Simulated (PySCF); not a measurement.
oxygen (O2), SMILES O=O (connectivity only; charge and spin as stated), neutral, multiplicity 3.

Geometry: PBE-D3(BJ)/def2-TZVPD.

Method: PBE-D3(BJ)/def2-TZVPD (PySCF).

Frequencies are harmonic and unscaled.

Computed harmonic wavenumbers and intensities:
```tsv
mode	ν (cm⁻¹)	IR (km/mol)	moving atoms (share of kinetic energy)
1	1555	0.0	O 100 %
```
